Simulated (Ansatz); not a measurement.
Species: C2H3O2, charge 0, multiplicity 2. SMILES: CC([O])=O
Geometry from a B3LYP-D3(BJ)/def2-TZVP (Ansatz, a first-principles code) optimisation:
```xyz
7

C     -0.2571     0.1715    -0.0005
O      0.2583     1.2978    -0.0129
O     -1.3300    -0.3709     0.0089
C      1.0547    -0.8686     0.0036
H      1.9946    -0.3339    -0.0052
H      0.9005    -1.4416     0.9132
H      0.8930    -1.4581    -0.8941
```
Charge 0, spin multiplicity 2.

Quantity: enthalpy of formation at 298 K, in kcal/mol. Conventions: 6-31G* and kin with 6d, 5d where marked; spin-orbit terms left out; 6-311+G** with 5d; UHF or UKS for open shells; non-relativistic; LANL2DZ all-electron up to Ne. Ab initio and DFT rows: single points at B3LYP-D3(BJ) geometries (Ansatz), with unscaled harmonic terms from B3LYP/6-31G* at its own minima, enthalpies of formation by atomisation with measured atoms.

```tsv
level	program	enthalpy of formation at 298 K (kcal/mol)
HF/STO-3G	Ansatz	167.1
HF/3-21G	Ansatz	239.1
HF/LANL2DZ	Ansatz	256.0
HF/6-31G*	Ansatz	183.3
HF/6-311+G**	Ansatz	185.4
```

No value to compare with is used here. The 5 habitual levels span 167.1 (HF/STO-3G) to 256.0 kcal/mol (HF/LANL2DZ).

The sets are all those run for this method; runs whose electronic state is in doubt are left out.
